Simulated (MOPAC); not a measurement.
MOPAC input (PM3):

```
PM3 PRECISE GNORM=0.05 LET XYZ GEO-OK AUX(PRECISION=9) THREADS=1
C2H4O2

C    -0.00019564 1    0.15550613 1    0.00202606 1
O     0.17957592 1    1.34436533 1    0.02150869 1
O    -1.24075127 1   -0.39145260 1   -0.00806867 1
H    -1.87281039 1    0.34435362 1    0.00369323 1
C     1.06723178 1   -0.89990501 1   -0.01278463 1
H     2.04521103 1   -0.42828240 1   -0.01861809 1
H     0.96507153 1   -1.53966993 1    0.86487500 1
H     0.94971371 1   -1.53330981 1   -0.89291883 1
```

What heat of formation does the run end on?

-102.04 kcal/mol.
